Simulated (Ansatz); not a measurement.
Process, species as SMILES: C=O (CH2-O) → [CH]=O (CH-O) + H atom
B3LYP-D3(BJ)/def2-TZVP geometries, fixed; electronic energies without zero-point terms.
Largest species:
```xyz
4

O     -0.0009    -0.0102     0.6728
C      0.0007     0.0079    -0.5259
H     -0.0027     0.9554    -1.0993
H      0.0057    -0.9218    -1.1276
```

Effect of a fitting basis named in the input at PBE0/aug-cc-pVTZ with Ansatz (a quantum-chemistry and plane-wave program), against the last row, where the bond dissociation energy is 91.92 kcal/mol. Open shells are unrestricted. The default fits or decomposes integrals by the program's own choice; accuracy: high also tightens integrals, grids and stops.

```
setting                        largest shift of a total energy (mEh)  shift of the bond dissociation energy (kcal/mol)
-----------------------------  -------------------------------------  ------------------------------------------------
fitting: def2-SV(P)-JKFIT                                     -0.023                                            -0.007
fitting: def2-universal-JKFIT                                 -0.023                                            -0.007
fitting: cc-pVTZ-JKFIT                                         0.010                                             0.004
fitting: cc-pVQZ-JKFIT                                        -0.006                                            -0.001
fitting: cc-pV5Z-JKFIT                                        -0.006                                            -0.001
accuracy: high                                                -0.002                                             0.000
accuracy: medium (default)                                     0.000                                             0.000
```

Within 0.02 kcal/mol in the bond dissociation energy: fitting: def2-SV(P)-JKFIT; fitting: def2-universal-JKFIT; fitting: cc-pVTZ-JKFIT; fitting: cc-pVQZ-JKFIT; fitting: cc-pV5Z-JKFIT; accuracy: high. The largest shift is 0.023 mEh in a total energy and 0.007 kcal/mol in the difference.
